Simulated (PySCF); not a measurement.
Formic acid, CH₂O₂, SMILES O=CO, point group Cs.

Force field and properties: B3LYP/pcJ-1 (PySCF, grid level 2). Vibrational terms come from second-order perturbation theory with semi-diagonal cubic constants, by steps of ±0.6 along the normal coordinates of each isotopologue. The parent has the commonest isotopes.

Equilibrium geometry (Å):

```tsv
atom	x	y	z
O1	-0.6432	1.1696	0.1321
C2	-0.4164	0.0004	0.0007
O3	0.8100	-0.5433	-0.0991
H4	-1.1721	-0.7930	-0.0570
H5	1.4562	0.1778	-0.0454
```

**Question.** How much do zero-point and thermal motion change the parent's shieldings?

**Answer.** 
```csv
atom,σe (ppm),"anharmonic part, 0 K","harmonic part, 0 K",Δσ at 0 K,Δσ at 100 K,Δσ at 350 K
O1,-125.04,-5.34,-10.35,-15.70,-15.85,-16.93
C2,16.57,-1.24,-1.62,-2.86,-2.89,-3.07
O3,111.11,-2.45,-9.69,-12.14,-12.23,-12.50
H4,23.90,-0.21,-0.33,-0.54,-0.54,-0.56
H5,25.72,-0.05,-0.40,-0.46,-0.46,-0.46
```

**Question.** And the bond lengths, in the parent and with ²H at 4?

**Answer.** 
```csv
bond,re (Å),⟨r⟩ at 0 K,between mean positions,"⟨r⟩, labelled"
O1–C2,1.1982,1.2025,1.2011,1.2026
C2–O3,1.3453,1.3542,1.3531,1.3541
C2–H4,1.0971,1.1194,1.1072,1.1133
O3–H5,0.9697,0.9899,0.9707,0.9899
```

**Question.** What are the dipole moments?

**Answer.** 1.487 D at equilibrium; averaged at 0 K: parent 1.465 D; ²H at 4 1.468 D; ¹³C at 2 1.465 D; ¹³C at 2, ²H at 4 1.469 D. Measured: 1.41 D (NIST CCCBDB Release 22 (SRD 101), experimental dipoles).

**Question.** How do the spin–spin couplings change (quoted for ¹H, ¹³C, ¹⁵N, ¹⁷O and so on whatever the masses)?

**Answer.** ¹J(O1,C2) 28.4 → 30.1, ²J(O1,O3) -7.6 → -7.5, ²J(O1,H4) -9.2 → -9.2, ³J(O1,H5) 2.0 → 2.0, ¹J(C2,O3) 37.4 → 40.0, ¹J(C2,H4) 231.4 → 239.8, ²J(C2,H5) -7.2 → -7.7, ²J(O3,H4) -44.2 → -46.3, ¹J(O3,H5) -72.9 → -66.7, ³J(H4,H5) 14.8 → 17.0 Hz (equilibrium → 0 K average).

Internal rotors are held in one well.

The study (109 SCF points, 101 basis functions) took 5.4 min on 1 thread of Intel Xeon 6975P-C, on a host shared with other jobs (rough), peak memory 0.47 GiB, launched as `OMP_NUM_THREADS=1 python ens_run.py task.json out`.
